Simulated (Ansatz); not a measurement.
`COCC#N`, relaxed with RKS PBE0-D4/def2-TZVP in the Gaussian-basis code of Ansatz from a PBE-D4/def2-SVP geometry. The force threshold is 0.005 eV/Å; the program also tests the step.

Total charge 0; spin multiplicity 1.

Start:

```xyz
10

C     0.903   -0.874   -0.560
O    -0.406   -0.928   -0.020
C    -1.012    0.331    0.109
C    -0.362    1.197    1.120
N     0.197    1.850    1.915
H     0.911   -0.411   -1.576
H     1.264   -1.917   -0.639
H     1.602   -0.301    0.092
H    -1.033    0.894   -0.858
H    -2.064    0.160    0.416
```

**Question.** By how much does the energy fall, and how many steps does the optimiser take? (Best estimate.)

**Answer.** The calculation gave: 6.35 kJ/mol, in 6 steps, 1 of them rejected.

**Question.** Which bonds change most? (Estimate.)

**Answer.** Computed: C4–N5 from 1.171 to 1.149 Å; C3–H9 from 1.120 to 1.100 Å; C1–H6 from 1.117 to 1.098 Å; C1–H8 from 1.115 to 1.096 Å.

**Question.** Give the relaxed structure. (An estimate is asked.)

**Answer.** Computed: 
```xyz
10

C     0.899   -0.864   -0.554
O    -0.407   -0.924   -0.026
C    -1.006    0.326    0.106
C    -0.343    1.178    1.104
N     0.191    1.838    1.879
H     0.903   -0.392   -1.545
H     1.250   -1.890   -0.644
H     1.574   -0.309    0.108
H    -1.023    0.875   -0.847
H    -2.039    0.163    0.421
```
